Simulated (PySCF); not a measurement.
# Electron affinity of Al by level of theory

Al⁻ [Ne] 3s2 3p2 (3P) → Al [Ne] 3s2 3p1 (2P), as a difference of total energies. Computed with PySCF 2.14 in aug-cc-pV(D+d)Z (5s4p3d, 32 functions), with the non-relativistic Hamiltonian (point nucleus). Correlated levels: valence: [Ne] frozen. The calculations carry no spin-orbit coupling.

```csv
method,electron affinity (eV)
UHF,0.019
LDA,0.637
PBE,0.582
PBE0,0.537
r2SCAN,0.612
wB97X-V,0.286
r2SCANh,0.594
B97-3,0.362
LC-wPBE,0.477
MP2 (valence),0.313
SCS-MP2 (valence),0.219
```

Q: How much does correlation contribute at MP2 (valence)?

A: 0.313 − (0.019) = 0.294 eV, measured against UHF.

Errors of the correlated levels include the incompleteness of this basis and the frozen core.

In the anion the highest occupied orbital energy is positive at LDA, PBE, PBE0, r2SCAN, r2SCANh, B97-3, a self-interaction effect; the basis confines that electron, and the energy difference can still be sensible.

For comparison: 0.433 eV (measured; photodetachment measurements, as compiled on the Wikipedia data page of electron affinities).
